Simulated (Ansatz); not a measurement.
Reaction (SMILES): F (HF) → F atom + H atom
B3LYP-D3(BJ)/def2-TZVP geometries, fixed; electronic energies without zero-point terms.
Largest species:
```
F
H 1 0.9245
```

The bond dissociation energy at CCSD(T) with Ansatz (a quantum-chemistry and plane-wave program), in kcal/mol, split into its Hartree-Fock and correlation parts. Cores are frozen. Open shells are unrestricted. No added dispersion term, no relativity. Functions are those of the species that has most.

```tsv
basis	X	functions	Hartree-Fock	CCSD(T)
cc-pVDZ	2	19	90.70	126.31
cc-pVTZ	3	44	95.55	136.88
cc-pVQZ	4	85	96.35	139.87
cc-pV5Z	5	146	96.61	140.87
```

Worked estimate of the basis-set limit from each neighbouring pair, with Hartree-Fock from the larger set and the correlation part extrapolated as X^-3.
Correlation parts: X = 2: 35.61, X = 3: 41.33, X = 4: 43.52, X = 5: 44.26.
- (2,3): (27·(41.33) - 8·(35.61))/19 = 43.74; with Hartree-Fock 95.55 the estimate is 139.29 kcal/mol.
- (3,4): (64·(43.52) - 27·(41.33))/37 = 45.12; with Hartree-Fock 96.35 the estimate is 141.47 kcal/mol.
- (4,5): (125·(44.26) - 64·(43.52))/61 = 45.04; with Hartree-Fock 96.61 the estimate is 141.65 kcal/mol.
The last two estimates differ by 0.18 kcal/mol; the largest set lies 0.78 from the last. Over the last step Hartree-Fock moves by 0.26 and the correlation part by 0.74.
